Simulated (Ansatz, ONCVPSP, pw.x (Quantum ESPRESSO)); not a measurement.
pw.x on diamond Tc: one setting changed

Potential: optimised norm-conserving Vanderbilt (ONCV), ONCVPSP 4.0.1.1 (patched build), PBEsol; core [Ar] 3d10, reference 4s2 4p6 4d5 5s2; waves: 4s+5s: rc 2.00 bohr, ncon 5, nbas 9, qcut 5.9 1/bohr, 3 projectors, debl 2.3 Ha; 4p: rc 1.65 bohr, ncon 5, nbas 9, qcut 8.1 1/bohr, 1 projector; 4d: rc 1.75 bohr, ncon 3, nbas 8, qcut 10.5 1/bohr, 3 projectors, debl 0.6 Ha; local part: polynomial inside 1.40 bohr (lpopt 5, dvloc0 3 Ha); core correction: none.

The reference run (k-mesh 8³, cutoffs 70/280 Ry, Fermi–Dirac 0.01 Ry, mixing_beta 0.4, conv_thr 1e-9, no spin) gives -0.98 GPa at 20.542 Å³/atom, where all-electron LAPW gives 0.10 GPa. This run, with its own iteration cap, changes k-mesh points per axis to 1, a wrong or extreme entry chosen on purpose.

```
&control
  calculation='scf', prefix='x', pseudo_dir='./', outdir='./tmp', tstress=.true., disk_io='none'
/
&system
  ibrav=0, nat=2, ntyp=1, ecutwfc=70, ecutrho=280, nbnd=24,
  occupations='smearing', smearing='fd', degauss=0.01
/
&electrons
  conv_thr=1e-09, mixing_beta=0.4, electron_maxstep=70
/
ATOMIC_SPECIES
Tc 1.0 Tc.UPF
CELL_PARAMETERS angstrom
  0.00000000 2.73871963 2.73871963
  2.73871963 0.00000000 2.73871963
  2.73871963 2.73871963 0.00000000
ATOMIC_POSITIONS crystal
Tc 0.0000 0.0000 0.0000
Tc 0.2500 0.2500 0.2500
K_POINTS automatic
1 1 1 0 0 0
```

```bash
pw.x < Tc.scf.in > Tc.scf.out
```

**Question.** How does the run end?

**Answer.** It converges in 8 iterations; the free energy moves by -2.27 eV/atom and the pressure by -7.44 GPa. The result is not a property of the crystal.

```
Message from routine setup:
     using ibrav=0 with symmetry is DISCOURAGED, use correct ibrav instead
     lattice parameter (alat)  =       7.3192  a.u.
     unit-cell volume          =     277.2486 (a.u.)^3
     number of electrons       =        30.00
     number of Kohn-Sham states=           24
     kinetic-energy cutoff     =      70.0000  Ry
     charge density cutoff     =     280.0000  Ry
     scf convergence threshold =      1.0E-09
     Exchange-correlation= PBESOL
     number of k points=     1  Fermi-Dirac smearing, width (Ry)=  0.0100
     iteration #  1     ecut=    70.00 Ry     beta= 0.40
     total energy              =    -325.39062227 Ry
     estimated scf accuracy    <       0.06907019 Ry
     iteration #  2     ecut=    70.00 Ry     beta= 0.40
     total energy              =    -325.38729371 Ry
     estimated scf accuracy    <       0.01692400 Ry
     iteration #  3     ecut=    70.00 Ry     beta= 0.40
     total energy              =    -325.38791998 Ry
     estimated scf accuracy    <       0.00077251 Ry
     [... 2 iterations left out ...]
     iteration #  6     ecut=    70.00 Ry     beta= 0.40
     total energy              =    -325.38797183 Ry
     estimated scf accuracy    <       0.00000001 Ry
     iteration #  7     ecut=    70.00 Ry     beta= 0.40
     total energy              =    -325.38797183 Ry
     estimated scf accuracy    <       0.00000001 Ry
     iteration #  8     ecut=    70.00 Ry     beta= 0.40
     the Fermi energy is    14.4613 ev
!    total energy              =    -325.38797183 Ry
     estimated scf accuracy    <          8.3E-11 Ry
     smearing contrib. (-TS)   =      -0.03819085 Ry
     The total energy is F=E-TS. E is the sum of the following terms:
     one-electron contribution =    -132.97809913 Ry
     hartree contribution      =      77.14907703 Ry
     xc contribution           =     -35.33160894 Ry
     ewald contribution        =    -234.18914994 Ry
     convergence has been achieved in   8 iterations
          total   stress  (Ry/bohr**3)                   (kbar)     P=      -84.18
     Message from routine punch:
     Nothing written, as per user request (disk_io='none')
```

The run took about 1.8 s on one core of a shared host (Intel(R) Xeon(R) 6975P-C, 192 threads, 756 GiB, load 100).
